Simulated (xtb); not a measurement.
carbon tetrachloride (CCl4), SMILES ClC(Cl)(Cl)Cl. All values are semi-empirical tight-binding results from xtb (GFN2-xTB unless named), good for trends rather than for accurate numbers. The structure is a stationary point at GFN2-xTB.

Optimised geometry:

Bonded distances (Å): Cl1–C2 1.769, C2–Cl3 1.769, C2–Cl4 1.769, C2–Cl5 1.769. Bond angles (°): Cl1–C2–Cl3 109.5, Cl1–C2–Cl4 109.5, Cl1–C2–Cl5 109.5, Cl3–C2–Cl4 109.5, Cl3–C2–Cl5 109.5, Cl4–C2–Cl5 109.5.
Charge 0, spin multiplicity 1.

Task: Estimate the properties. (The exact figures need the calculation; the answer reports its results.)

Result: 
- point group as xtb finds it: Td
- orbital gap: 5.11 eV
- dipole moment: 0.00 D
- zero-point energy: 5.1 kcal/mol
- G − E(el) at 298.15 K (modified RRHO): -13.2 kcal/mol
- static polarisability (D4 model): 67.7 bohr³
- solvation energy, GFN2-xTB/ALPB(water): 0.1 kcal/mol
- solvation energy, GFN2-xTB/ALPB(dmf): -4.1 kcal/mol

Task: Give the atomic charges and the Wiberg bond orders between heavy atoms. (The exact figures need the calculation; the answer reports its results.)

Result: charges (e) Cl1 -0.07, C2 0.27, Cl3 -0.07, Cl4 -0.07, Cl5 -0.07. Bond orders Cl1–C2 0.98, C2–Cl3 0.98, C2–Cl4 0.98, C2–Cl5 0.98.
